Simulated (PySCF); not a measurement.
Redox energetics: borane

Parent: borane, `B` (BH3). Non-hydrogen atoms are numbered in `[BH3:1]`.

Level of theory: B3LYP-D3(BJ)/ma-def2-TZVP single points in PySCF, grid level 2; every species was optimised with PBE0-D3(BJ)/ma-def2-SVP. Zero-point and thermal terms (298.15 K, 1 bar) come from unscaled PBE0-D3(BJ)/ma-def2-SVP harmonic frequencies, with soft modes damped to free rotors in the entropy.

Frontier levels of the parent: HOMO -9.70 eV, LUMO -2.25 eV.

Oxidation to the radical cation:
- Vertical ionisation energy (electronic): 13.07 eV
- Adiabatic ionisation energy (with zero-point energy): 11.91 eV
- Adiabatic, electronic part: 12.04 eV
- Vertical gap at the product's structure: 10.37 eV
- Inner reorganisation energy (four-point): 2700 meV
- Relaxation of product / of parent: 1031 / 1670 meV
- ⟨S²⟩ of the product: 0.753
- Largest spin populations: B1 0.52, H (on B1) 0.25, H (on B1) 0.25
- Largest changes of atomic charge: B1 0.34, H (on B1) 0.26, H (on B1) 0.26, H (on B1) 0.15
- Distances that move most (Å): B1–H 1.206 → 1.287; B1–H 1.206 → 1.286; B1–H 1.206 → 1.190

Reduction to the radical anion:
* Vertical electron affinity (electronic): 0.14 eV
* Adiabatic electron affinity (with zero-point energy): 0.21 eV
* Adiabatic, electronic part: 0.12 eV
* Vertical gap at the product's structure: 0.16 eV
* ⟨S²⟩ of the product: 0.752
* Largest spin populations: B1 1.05
* Largest changes of atomic charge: B1 -0.85
* Distances that move most (Å): B1–H 1.206 → 1.227; B1–H 1.206 → 1.227; B1–H 1.206 → 1.227

Measured values (NIST Chemistry WebBook, evaluated or the median of agreeing entries): adiabatic ionisation energy 12.03 eV (computed 11.91, difference -0.11).

Caveats: the relaxed radical anion lies 0.02 eV above the vertical state at this level, which can't hold for one state at its own minimum: the structure, made at another level, misses this level's minimum.

Hardware: 1 thread of Arm Neoverse V1, shared with other jobs. Command: `OMP_NUM_THREADS=1 python redox_run.py task.json out`. Structures, frequencies and single points: 23 s.

Differences come from unrounded values, so a last digit can differ from that of the printed terms.
